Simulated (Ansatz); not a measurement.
in.yaml

```yaml
crystal:
  periodic: [false, false, false]
  atoms:
    - {symbol: As, position_ang: [0.000000, 0.000000, 0.777033]}
    - {symbol: Na, position_ang: [0.000000, 0.000000, -3.091467]}
    - {symbol: H, position_ang: [0.000000, 0.000000, 2.314433]}
basis:
  gaussian: {orbitals: 6-31G}
magnetization: {spin_polarized: false, initial_magnetization: 1}
correlation: {method: fic_mrcisd_q, electrons: all, active_space: {window: {electrons: 3, orbitals: 3}, states: [{multiplicity: 2, weights: [1, 1, 1, 1, 1, 1, 1, 1, 1, 1, 1, 1, 1, 1, 1, 1, 1, 1, 1, 1, 1, 1, 1, 1, 1, 1, 1, 1, 1, 1]}]}}
```

```sh
$ ansatz run in.yaml --threads 1 --pin off --events-out ev --progress --plain --max-ram 2393MiB
```

Question: How does this run end?

Answer: Stopped by an error. The input was made wrong on purpose (impossible set of states or weights), so the run isn't a sound calculation of what was asked.
```
710 factors; integrals over basis functions are off by at most 1.2e-7 eV
mean field evaluation 1: about -65203.4957 eV, gradient 9.5e0 eV
mean field evaluation 2: about -65203.4967 eV, gradient 9.5e0 eV
mean field evaluation 4: about -65203.0333 eV, gradient 7.3e0 eV
mean field evaluation 8: about -65203.9950 eV, gradient 6.9e-2 eV
mean field evaluation 16: about -65203.9951 eV, gradient 4.7e-2 eV
mean field evaluation 32: about -65203.4715 eV, gradient 5.3e-2 eV
mean field evaluation 64: about -65203.4718 eV, gradient 5.5e-2 eV
mean field -65203.99514171 eV, -2396.2026246026 hartree, gradient 7.0e-6 eV, S^2 0.750000; 8 other end points of the search recorded, 0 dependent functions left out
reference -65203.99514171 eV, -2396.2026246026 hartree; 23, 22 occupied and 21, 22 virtual orbitals, 710 factors
Error: 30 states are sought, and the space of determinants holds 8 states of this symmetry and spin
```
